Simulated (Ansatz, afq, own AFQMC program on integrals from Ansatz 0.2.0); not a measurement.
Two steps: Ansatz 0.2.0 writes the Fock matrix and Cholesky factors of the valence space, and afq projects on them the lowest state that overlaps trial and start.

```yaml
crystal:
  periodic: [false, false, false]
  atoms:
    - {symbol: Ge, position_ang: [0.000000, 0.011632, 0.247327]}
    - {symbol: N, position_ang: [0.000000, -0.118932, -1.313220]}
    - {symbol: H, position_ang: [0.000000, 1.290716, 1.109617]}
    - {symbol: H, position_ang: [0.000000, -1.276434, 1.071073]}
    - {symbol: H, position_ang: [0.000000, 0.800114, -1.756050]}
basis:
  gaussian: {orbitals: cc-pVDZ}
magnetization: {spin_polarized: false}
correlation: {method: ccsd_t, electrons: outside_noble_gas, hamiltonian_folder: ham}
```

```sh
$ ansatz run in.yaml --threads 1 --pin off --events-out ev --progress --plain --max-ram 1382MiB
```

afq runs on the folder ham with

```
--method phaseless --trial hf --walkers 120 --populations 1 --least-time 40 --time-step 0.005 --steps-per-block 20 --equilibration-blocks 112 --max-blocks 600 --target-error 0.00126 --factor-cut 1e-05 --seed 8705 --taylor-order 6
```

Times are imaginary, in 1/Eh. The walk had a cap of 733 s. Filled inner d shells are frozen with the cores.

Output of the walk:

```
orbitals 41  electrons 6 6  factors 340 of 596
reference energy -2131.43990878 Eh
CCSD correlation -0.29169257 Eh in 12 cycles, weight of the determinant in the CISD state 0.8721
energy of the start -2131.439909 Eh
 block  time / (1/Eh)  mean weight  energy / Eh
     1     0.100  1.0012  -2131.501431
     2     0.200  1.0014  -2131.557024
     3     0.300  1.0023  -2131.597019
     4     0.400  1.0041  -2131.633213
     5     0.500  0.9976  -2131.642454
    10     1.000  1.0009  -2131.697614
    86     8.600  0.9985  -2131.763909
   171    17.100  1.0010  -2131.718499
   239    23.900  0.9983  -2131.707611
   256    25.600  0.9994  -2131.724091
   290    29.000  0.9970  -2131.797524
   341    34.100  0.9990  -2131.712366
   426    42.600  0.9986  -2131.752732
   511    51.100  0.9989  -2131.739381
   596    59.600  0.9990  -2131.724883
   681    68.100  1.0027  -2131.785039
   698    69.800  1.0016  -2131.780416
blocks merged  error / Eh  count
     1  0.001137  600
     2  0.001497  300
     4  0.001910  150
     8  0.002329  75
    16  0.002792  37
    32  0.002944  18
    64  0.003020  9
energy -2131.746060 +/- 0.002944 Eh
(rows thinned)
```

The run passed its tests (sampling time, drift between the halves within three errors, error under three times the target), which doesn't prove that it has relaxed.

Against this walk (error 80.1 meV) on the same determinant: CCSD(T) 120.4 meV higher (within the noise), CCSDT(Q) 72.6 meV higher (within the noise), a separate phaseless walk with a CISD trial and standard settings 125.1 ± 82.1 meV higher (within the noise). The error is statistical and leaves out the bias of the constraint.

Cautions: constraint bias not in the error; error above the target (80.1 against 34.3 meV); no relativity below Rb; no spin-orbit coupling; inner d shell frozen.

The walk took 3.1 min on 1 thread of Arm Neoverse V1, with other jobs on the host. The log's last line is the phaseless energy.

CCSDT and higher add their correlation energy to the determinant of the CCSD(T) run, since their own runs factorise the integrals more tightly (a shift of under 2 meV). A walk keeps the symmetry of its determinant, which the program's search chose and which needn't be the lowest solution, so a lower state of the same spin and another symmetry isn't excluded.
